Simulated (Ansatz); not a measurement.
# NH (SMILES [NH]): UBLYP/aug-cc-pVTZ

What is the vertical ionisation energy of NH at UBLYP/aug-cc-pVTZ? 

Program for the calculation: Ansatz 0.2.0.

44 further runs of the same task are left out: 44 set aside as unsound or not needed.

## (1) The molecule

NH: 2 atoms, total charge 0, spin state triplet. SMILES: `[NH]`. The bond length is the measured one.

Bond lengths: N1–H2 1.036 Å.

## (2) A single-point energy at UBLYP/aug-cc-pVTZ

Contents of job.yaml:

```yaml
crystal:
  periodic: [false, false, false]
  atoms:
    - symbol: "N"
      position_ang: [0.000000, 0.000000, 0.000000]
    - symbol: H
      position_ang: [0.000000, 0.000000, 1.036210]
basis:
  gaussian: {orbitals: aug-cc-pVTZ}
magnetization: {spin_polarized: true, initial_magnetization: 2}
hamiltonian: {xc: {name: BLYP}}
accuracy: high
output: {orbitals: {seedname: orbitals}}
```

Started as:

```sh
ansatz run job.yaml --threads 1 --pin off --max-ram 3480MiB --events-out events.jsonl --progress --plain --runs-dir runs
```

Output:

```text
Warning: RAYON_NUM_THREADS=1 ignored (pool sized by the plan → 1); use --threads N
Functional definition: BLYP
  name "BLYP"
  parameter beta = 0.0042
  parameter a = 0.04918
  parameter b = 0.132
  parameter c = 0.2533
  parameter d = 0.349
  exchange = b88_x(beta = beta)
  correlation = lyp_c(a = a, b = b, c = c, d = d)
897 factors; integrals over basis functions are off by at most 3.1e-9 eV
mean field evaluation 1: about -1501.1762 eV, gradient 2.0e1 eV
mean field evaluation 2: about -1499.1373 eV, gradient 2.8e1 eV
mean field evaluation 4: about -1502.8462 eV, gradient 3.3e-1 eV
mean field evaluation 8: about -1502.8464 eV, gradient 5.3e-3 eV
mean field evaluation 16: about -1502.8464 eV, gradient 1.3e-7 eV
mean field -1502.84636901 eV, -55.2285853951 hartree, gradient 1.3e-8 eV, S^2 2.004820; 0 other end points of the search recorded, 0 dependent functions left out
reference -1502.84640749 eV, -55.2285868094 hartree; 5, 3 occupied and 64, 66 virtual orbitals, 897 factors
Total energy: -1502.84640749 eV, -55.2285868094 hartree
```

Run time: 1.7 s. Hardware: 1 thread of Arm Neoverse V1, shared host; peak memory 0.12 GiB.

## (3) The doublet cation at the same level

Contents of run.yaml:

```yaml
crystal:
  periodic: [false, false, false]
  atoms:
    - {symbol: "N", position_ang: [0.000000, 0.000000, 0.000000]}
    - {symbol: H, position_ang: [0.000000, 0.000000, 1.036210]}
basis:
  gaussian:
    orbitals: aug-cc-pVTZ
total_charge: 1
magnetization:
  spin_polarized: true
  initial_magnetization: 1
hamiltonian:
  xc: {name: BLYP}
accuracy: high
output:
  orbitals: {seedname: orbitals}
```

Started as:

```sh
ansatz run run.yaml --threads 1 --pin off --max-ram 3480MiB --events-out events.jsonl --progress --plain --runs-dir runs
```

Output:

```text
Warning: RAYON_NUM_THREADS=1 ignored (pool sized by the plan → 1); use --threads N
Functional definition: BLYP
  name "BLYP"
  parameter beta = 0.0042
  parameter a = 0.04918
  parameter b = 0.132
  parameter c = 0.2533
  parameter d = 0.349
  exchange = b88_x(beta = beta)
  correlation = lyp_c(a = a, b = b, c = c, d = d)
897 factors; integrals over basis functions are off by at most 3.1e-9 eV
mean field evaluation 1: about -1486.6516 eV, gradient 2.6e1 eV
mean field evaluation 2: about -1486.8637 eV, gradient 2.3e1 eV
mean field evaluation 4: about -1489.2636 eV, gradient 2.1e-1 eV
mean field evaluation 8: about -1489.2629 eV, gradient 3.2e-3 eV
mean field evaluation 16: about -1489.2629 eV, gradient 7.5e-7 eV
mean field evaluation 32: about -1489.3105 eV, gradient 2.0e-8 eV
mean field -1489.31049582 eV, -54.7311512304 hartree, gradient 2.0e-8 eV, S^2 1.012014; 6 other end points of the search recorded, 0 dependent functions left out
reference -1489.31052453 eV, -54.7311522855 hartree; 4, 3 occupied and 65, 66 virtual orbitals, 897 factors
Total energy: -1489.31052453 eV, -54.7311522855 hartree
```

It took 4.2 s on 1 thread of Arm Neoverse V1, shared host; peak memory 0.12 GiB.

## (4) Summary of results

Level: UBLYP/aug-cc-pVTZ.

| quantity | value |
| --- | --- |
| triplet NH: total energy | -55.22859 Eh |
| triplet NH: HOMO energy (highest over α and β) | -7.73 eV |
| triplet NH: LUMO energy (lowest over α and β) | -4.50 eV |
| triplet NH: ⟨S²⟩ | 2.005 |
| doublet cation: total energy | -54.73115 Eh |
| doublet cation: HOMO energy (highest over α and β) | -20.25 eV |
| doublet cation: LUMO energy (lowest over α and β) | -19.09 eV |
| doublet cation: ⟨S²⟩ | 1.012 |
| vertical ionisation energy (to the doublet cation) | 13.536 eV |

**Reading.** The vertical ionisation energy comes to 13.54 eV (1306 kJ/mol). ⟨S²⟩ (doublet cation) is 1.01 where a pure doublet has 0.75: the reference is spin-contaminated.
